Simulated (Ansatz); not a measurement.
The input, for Ansatz 0.2.0:

```yaml
crystal:
  periodic: [false, false, false]
  atoms:
    - {symbol: N, position_ang: [-1.261587, -0.017258, -0.026862]}
    - {symbol: H, position_ang: [-1.558867, 0.950575, -0.026861]}
    - {symbol: H, position_ang: [-1.558867, -0.419557, 0.853398]}
    - {symbol: H, position_ang: [-0.008587, -0.017258, -0.026862]}
    - {symbol: O, position_ang: [1.301413, -0.017257, -0.026862]}
basis:
  gaussian: {orbitals: cc-pVDZ}
magnetization: {spin_polarized: true, initial_magnetization: 2}
correlation: {method: ccsd_t, electrons: outside_noble_gas}
scf: {lower_state_search: off}
```

```sh
$ ansatz run in.yaml --threads 1 --pin off --events-out ev --progress --plain --max-ram 2393MiB
```

Log:

```
these checks for a lower state are left out or cut short: stability, starts, cluster_reference, orbital_swaps, neighbouring_geometries, increment
394 factors; integrals over basis functions are off by at most 1.2e-3 eV
mean field evaluation 1: about -3560.8950 eV, gradient 1.5e1 eV
mean field evaluation 2: about -3560.9227 eV, gradient 1.5e1 eV
mean field evaluation 4: about -3562.5110 eV, gradient 2.6e0 eV
mean field evaluation 8: about -3562.6743 eV, gradient 7.4e-1 eV
mean field evaluation 16: about -3562.7345 eV, gradient 1.2e-6 eV
mean field -3562.73447735 eV, -130.9280771344 hartree, gradient 2.1e-6 eV, S^2 2.069075; 0 other end points of the search recorded, 0 dependent functions left out
2 core orbitals not correlated: weight in the atoms' cores, before any rotation towards them, 1.000 or more for the frozen orbitals, at most 0.000 for the correlated occupied ones
reference -3562.73447735 eV, -130.9280771344 hartree; 8, 6 occupied and 33, 35 virtual orbitals, 394 factors
second order -8.33021499 eV of doubles, -0.00000000 eV of singles
cycle   1  -8.92253149 eV  change   -5.9e-1 eV  update   6.7e-2
cycle   2  -9.21701509 eV  change   -2.9e-1 eV  update   2.8e-2
cycle   3  -9.28926527 eV  change   -7.2e-2 eV  update   1.8e-2
cycle   4  -9.29776862 eV  change   -8.5e-3 eV  update   1.0e-2
cycle   5  -9.29946960 eV  change   -1.7e-3 eV  update   8.0e-3
cycle   6  -9.30751062 eV  change   -8.0e-3 eV  update   5.7e-3
cycle   7  -9.31134939 eV  change   -3.8e-3 eV  update   2.7e-3
cycle   8  -9.31250962 eV  change   -1.2e-3 eV  update   1.5e-3
cycle   9  -9.31214186 eV  change    3.7e-4 eV  update   7.2e-4
cycle  10  -9.31245901 eV  change   -3.2e-4 eV  update   3.9e-4
cycle  11  -9.31247775 eV  change   -1.9e-5 eV  update   1.8e-4
cycle  12  -9.31253222 eV  change   -5.4e-5 eV  update   1.0e-4
cycle  13  -9.31253446 eV  change   -2.2e-6 eV  update   5.4e-5
cycle  14  -9.31248554 eV  change    4.9e-5 eV  update   2.7e-5
cycle  15  -9.31247830 eV  change    7.2e-6 eV  update   9.4e-6
perturbative correction -0.19732180 eV, -0.0072514422 hartree
Total energy: -3572.24427745 eV, -131.2775558420 hartree
Checks for a lower state left out: stability, starts, cluster_reference, orbital_swaps, neighbouring_geometries, increment
```

Ran on 1 thread of Intel Xeon Platinum 8488C, shared host: 1.2 s wall, 0.16 GiB peak host memory.
